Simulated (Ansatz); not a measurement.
A nudged elastic band was laid between two geometries of CH3OS (6 atoms, charge 1, multiplicity 1).

The calculation used RKS PBE0-D4/def2-mTZVP (Ansatz).

```yaml
movable_images: 9
climbing_image: yes
spring: 5.0 eV/Å²
optimiser: quadratic models (default)
start_path: IDPP
force_threshold: 0.05 eV/Å
iteration_limit: 60
end_points: relaxed
```

Image 0:

```xyz
6
Properties=species:S:1:pos:R:3
O -1.195 -0.748 -1.002
C -0.584 -0.763 -0.023
S 0.333 0.964 0.569
H -0.392 -1.530 0.736
H 0.231 1.551 -0.652
H 1.606 0.526 0.372
```

Image 10:

```xyz
6
Properties=species:S:1:pos:R:3
O -0.088 -1.558 -0.740
C -0.551 -0.789 -0.014
S 0.625 0.752 0.642
H -1.532 -0.699 0.469
H -0.025 1.731 -0.042
H 1.571 0.563 -0.315
```

Problem. What changes between the two ends?

Solution. No bond is made or broken. The dihedral O1–C2–S3–H6 goes from -112 to 15°. The two ends are copies of one structure, up to a mirror image or an exchange of like atoms.

Problem. What energy profile does the band end with?

Solution. The forces met the threshold. The highest image is number 5 of 0 to 10, 0.024 eV above the ends, which have the same energy within 2 meV. A vibrational analysis at the climbing image gives one clearly imaginary mode, 102i cm⁻¹: a first-order saddle point. Limits of this set-up: the dipole of an ion depends on the origin.

```tsv
image	path coordinate (Å)	energy (eV)	dihedral O1–C2–S3–H6 (°)
0	0.00	0.000	-112
1	0.24	0.002	-99
2	0.47	0.008	-86
3	0.71	0.015	-73
4	0.95	0.021	-60
5	1.18	0.024	-47
6	1.42	0.022	-35
7	1.66	0.016	-22
8	1.89	0.009	-9
9	2.13	0.003	3
10	2.36	0.000	15
```

Problem. What is the geometry of the highest image?

Solution. 
```xyz
6
Properties=species:S:1:pos:R:3
O -0.545 -1.047 -1.121
C -0.570 -0.784 0.001
S 0.504 0.875 0.643
H -1.055 -1.222 0.880
H 0.043 1.663 -0.363
H 1.623 0.516 -0.040
```

Problem. What are the harmonic wavenumbers there?

Solution. 102i, 287, 496, 649, 731, 940, 1210, 1234, 2012, 2648, 2662, 3117 cm⁻¹.

The band took 8 iterations and of the order of 2 core-minutes.

Run time: 2 min on 1 thread of Arm Neoverse V2 (shared host), peak memory 0.13 GiB.
